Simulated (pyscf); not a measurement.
Thermochemistry of product channels of H₃C–CH₂–NH₂ (SMILES CCN) on the singlet surface, in eV, from ωB97M-D3(BJ)/def2-TZVP energies (ideal gas, 1 atm, RRHO with modes under 100 cm⁻¹ raised to 100, one conformer, R ln 2 for chiral ones without a mode under 150 cm⁻¹). Structures and frequencies: ωB97X-D3(BJ)/def2-SVP in PySCF.

```tsv
products	ΔE	ΔH(298 K)	ΔG(298 K)	ΔG(1200 K)
H₃C–CH=NH (SMILES CC=N) + H₂ (SMILES [H][H])	+1.30	+0.99	+0.61	-0.63
CH₄ (SMILES C) + H₂C=NH (SMILES C=N)	+0.83	+0.67	+0.23	-1.06
```

The channel to H₃C–CH=NH + H₂ turns favourable between 298 and 1200 K (ΔG from +0.61 eV to -0.63 eV). The channel to CH₄ + H₂C=NH turns favourable between 298 and 1200 K (ΔG from +0.23 eV to -1.06 eV).

These are energies of the channels, which say nothing of barriers.
